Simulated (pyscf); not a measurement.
**Substitution at N: H₂N–SiH₂–NH–SiH₃ + H atom (H•) -> •H₂Si–NH–SiH₃ + ammonia (NH₃)**

Gas phase, doublet surface, charge 0. Bonds broken: Si1–N11. Bonds formed: N11–H12. Single points on ωB97X-D3(BJ)/def2-SVP structures (PySCF, gas phase).

Transition state (Å):

```xyz
13

Si    -1.2963     0.6712     0.7681
N     -0.0450     0.4796    -0.4283
Si     0.1812    -0.8996    -1.4659
H     -0.9673     1.9976     2.7864
H     -1.9369    -0.6934     0.8030
H     -2.3625     1.6533     0.4091
H      0.5084     1.3041    -0.6475
H      1.5555    -0.8257    -2.0448
H     -0.7889    -0.9749    -2.6022
H      0.0406    -2.1535    -0.6707
N     -0.3353     1.6878     2.0405
H      0.3795     2.7649     1.8855
H      0.3550     1.0850     2.5018
```

One imaginary mode, 1881i cm⁻¹; descent along it reached the two sides named, in the forms told below.

| bond | change | reactant side (Å) | saddle | product side |
|---|---|---|---|---|
| Si1–N11 | breaks | 1.728 | 1.891 | 4.1 |
| N11–H12 | forms | 3.0 | 1.302 | 1.020 |

Electronic energies relative to the separated reactants (kcal/mol):

```csv
level,barrier,reaction energy,reverse barrier
ωB97X-D3(BJ)/def2-TZVP,20.6,-0.9,21.6
PBE/def2-TZVP,7.3,-6.3,13.6
r²SCAN/def2-TZVP,9.7,-5.1,14.8
B3LYP-D3(BJ)/def2-TZVP,11.7,-5.5,17.2
PBE0-D3(BJ)/def2-TZVP,12.8,-3.5,16.2
M06-2X/def2-TZVP,18.4,-1.3,19.6
ωB97M-D3(BJ)/def2-TZVP,18.1,-1.3,19.4
HF/def2-TZVP,37.9,+1.1,36.9
```

With ωB97M-D3(BJ)/def2-TZVP energies and thermal terms (ideal gas, 1 atm, RRHO with modes under 100 cm⁻¹ raised to 100, one conformer, R ln 2 for rigid chiral ones), in kcal/mol:

```csv
T (K),ΔH‡,ΔG‡,ΔH,ΔG
298,18.8,26.3,+2.4,-1.3
600,18.0,34.2,+1.0,-4.5
900,17.4,42.5,-0.5,-6.9
1200,17.0,51.0,-1.9,-8.9
```

On the product side the descent ends in a complex (not fully relaxed), 6.7 kcal/mol under the separated species and 28.3 kcal/mol under the saddle at ωB97X-D3(BJ)/def2-TZVP. Abstraction by the radical was not located in this set and often lies lower. This is the saddle that the search found; another between the same sides may lie lower. The angle at the attacked N is 130°.
